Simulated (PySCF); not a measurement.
Compound: C4H7S (doublet state).
Z-matrix (Å and degrees, GFN2-xTB geometry), rows numbered from 1:
```
C 
S   1  1.8220
C   2  1.7112  1   98.80
C   3  1.4771  2  129.80  1   -65.66
C   3  1.4708  2  129.03  1  -149.04
H   1  1.0855  2  109.00  3   -62.45
H   1  1.0853  2  109.13  3    58.16
H   1  1.0847  2  107.31  3   177.90
H   4  1.0848  3  119.72  5   107.90
H   4  1.0819  3  118.12  5  -107.16
H   5  1.0833  3  119.90  4  -108.13
H   5  1.0820  3  117.92  4   107.15
```

The hyperfine couplings belong to this conformer and change with its torsions.

Identity: `CS[C]1CC1` [radical].

Method: PySCF, UKS B3LYP, pcH-1 on C H S, non-relativistic, mean-field spin-orbit, GIAO. The structure is a single GFN2-xTB conformer in the gas phase; no vibrational or solvent corrections. The geometry wasn't refined by DFT: couplings that depend on bond lengths, twists or pyramidal angles can differ widely from those at the functional's own minimum. The SCF solution wasn't tested for stability.

Computed for the main isotopes (class means, splittings of 0.05 mT or more): g = 2.0047; H9/H10/H11/H12 1H +45.3 MHz (1.61 mT); H6/H7/H8 1H +6.4 MHz (0.23 mT); 20 first-order lines, 7.14 mT wide.

Q: What changes when 1H at H6/H7/H8 is replaced by 2H at all these sites?

A: At a fixed geometry a is proportional to g_N: 0.85744/5.58569 = 0.1535, so a goes from +6.4 to +1.0 MHz (0.035 mT). The spin goes from 1/2 to 1, so the 1:3:3:1 quartet becomes a 1:3:6:7:6:3:1 septet. The spectrum then has 35 first-order lines over 6.67 mT, counting the new splitting although it is under 0.05 mT.

Q: Where do the 13C satellites of C3 appear, and how strong are they?

A: a = +318.1 MHz, or 11.34 mT in magnitude, and I = 1/2, so to first order each main line has two satellites, at ±5.67 mT. The isotope's abundance is about 1.07 %, shared among 2 lines, so each has 0.54 % of the main line's intensity. At 340 mT second-order shifts move them to lower field by up to 0.09 mT.

Nuclei that the bonding pattern makes equivalent are averaged, as if the motion that swaps them (rotation, inversion, ring flip) were fast. The three 1H nuclei of mean +6.4 MHz run from -1.6 to 13.1 MHz in the frozen geometry. The 1H value of +45.3 MHz is a mean of couplings from 32.9 to 64.3 MHz in this one geometry, not an average over conformers.
